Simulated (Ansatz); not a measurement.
Process, species as SMILES: CN(C)C + 3 [H][H] (H2) → 3 C (CH4) + N (NH3)
B3LYP-D3(BJ)/def2-TZVP geometries, fixed; electronic energies without zero-point terms.

Basis-set convergence of the energy of full hydrogenation at B3LYP with Ansatz (a first-principles code). Cartesian d functions, on some or all atoms, in 6-31G*, 6-31+G*; all else is spherical. The program fits the integrals of some runs and decomposes those of others, by size. No added dispersion term, no relativity. Functions are those of the species that has most. Reference: the value in aug-cc-pVQZ, -74.55 kcal/mol, itself unsure by roughly 0.14 kcal/mol (its mean distance from def2-QZVPPD, pcseg-3, def2-QZVPP). Deviations are taken from unrounded values.

| basis | functions | energy of full hydrogenation (kcal/mol) |
|---|---|---|
| 6-31G* | 78 | -64.08 |
| 6-31+G* | 94 | -69.37 |
| cc-pVDZ | 101 | -66.38 |
| aug-cc-pVDZ | 173 | -74.49 |
| def2-SVP | 101 | -66.44 |
| def2-SVPD | 152 | -72.49 |
| pcseg-1 | 101 | -69.62 |
| aug-pcseg-1 | 173 | -71.31 |
| 6-311G** | 126 | -71.60 |
| 6-311+G** | 142 | -74.08 |
| def2-TZVP | 178 | -72.34 |
| def2-TZVPD | 229 | -73.17 |
| cc-pVTZ | 246 | -73.61 |
| aug-cc-pVTZ | 391 | -74.98 |
| pcseg-2 | 246 | -75.01 |
| aug-pcseg-2 | 391 | -75.23 |
| def2-TZVPP | 250 | -74.24 |
| def2-TZVPPD | 301 | -74.77 |
| cc-pVQZ | 490 | -73.92 |
| aug-cc-pVQZ | 734 | -74.55 |
| def2-QZVPP | 498 | -74.59 |
| def2-QZVPPD | 549 | -74.76 |

What the diffuse functions change, pair by pair:
- 6-31G* to 6-31+G*: 16 more functions, deviation 10.47 to 5.18 kcal/mol
- cc-pVDZ to aug-cc-pVDZ: 72 more functions, deviation 8.18 to 0.06 kcal/mol
- def2-SVP to def2-SVPD: 51 more functions, deviation 8.12 to 2.06 kcal/mol
- pcseg-1 to aug-pcseg-1: 72 more functions, deviation 4.93 to 3.24 kcal/mol
- 6-311G** to 6-311+G**: 16 more functions, deviation 2.96 to 0.47 kcal/mol
- def2-TZVP to def2-TZVPD: 51 more functions, deviation 2.22 to 1.39 kcal/mol
- cc-pVTZ to aug-cc-pVTZ: 145 more functions, deviation 0.95 to -0.43 kcal/mol
- pcseg-2 to aug-pcseg-2: 145 more functions, deviation -0.45 to -0.67 kcal/mol
- def2-TZVPP to def2-TZVPPD: 51 more functions, deviation 0.31 to -0.22 kcal/mol
- cc-pVQZ to aug-cc-pVQZ: 244 more functions, deviation 0.63 to 0.00 kcal/mol
- def2-QZVPP to def2-QZVPPD: 51 more functions, deviation -0.03 to -0.21 kcal/mol

Leaving out the reference's own pair, they bring the value nearer the reference by more than 0.14 kcal/mol in 7 of 10 pairs.
